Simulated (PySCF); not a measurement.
H₂S₄.
Geometry (PBE0-D3(BJ)/def2-SVP, Å), atoms numbered from 1 in this order:
```xyz
6
H2S4 angstrom
S      1.0977    1.5271    1.3780
S      1.3991    0.4496   -0.3609
S      0.5741   -1.4257   -0.0447
S     -1.4655   -1.2141   -0.3430
H     -0.1321    2.0036    1.0636
H     -1.4732   -1.3405   -1.6929
```

Theory: TDDFT CAM-B3LYP/def2-SVPD, vertical, gas phase, core orbitals frozen in the response in PySCF 2.14.0, density-fitted response routines.

Transition dipole moments from the ground state, in atomic units and in the frame of the coordinates above (overall signs are arbitrary), for the states with f of 0.002 or more among the lowest 7:

```
state  E (eV)      μx      μy      μz
   S1   4.553  -0.123  -0.265  -0.208
   S2   4.661  -0.121  -0.224   0.076
   S3   4.724   0.160  -0.062   0.132
   S4   4.887  -0.155  -0.301  -0.019
   S5   5.033  -0.156   0.081   0.088
   S6   5.136   0.222  -0.083  -0.183
   S7   5.424   0.122  -0.046   0.009
```

Problem. Work out the oscillator strengths.

Solution. f = (2/3) ΔE |μ|² with ΔE in hartree (27.2114 eV).

```json
{"state": "S1", "|μ|² (au)": "0.129", "|μ| (D)": "0.91", "f": "0.014"}
{"state": "S2", "|μ|² (au)": "0.071", "|μ| (D)": "0.68", "f": "0.008"}
{"state": "S3", "|μ|² (au)": "0.047", "|μ| (D)": "0.55", "f": "0.005"}
{"state": "S4", "|μ|² (au)": "0.115", "|μ| (D)": "0.86", "f": "0.014"}
{"state": "S5", "|μ|² (au)": "0.038", "|μ| (D)": "0.50", "f": "0.005"}
{"state": "S6", "|μ|² (au)": "0.090", "|μ| (D)": "0.76", "f": "0.011"}
{"state": "S7", "|μ|² (au)": "0.017", "|μ| (D)": "0.33", "f": "0.002"}
```

Problem. Which bond between heavy atoms lies closest to the direction of the S1 transition dipole?

Solution. S1–S2, at 35° from it; next S2–S3 at 44°.

Problem. What angle do the transition dipoles of S1 and S4 make?

Solution. |cos θ| = |μa·μb| / (|μa| |μb|) = 0.84, so θ ≈ 32° (taken between 0 and 90°, since the signs are arbitrary).

The vertical ionisation energy (ΔSCF) is 9.53 eV, 4.10 eV above S7.

One conformer stands for the species.
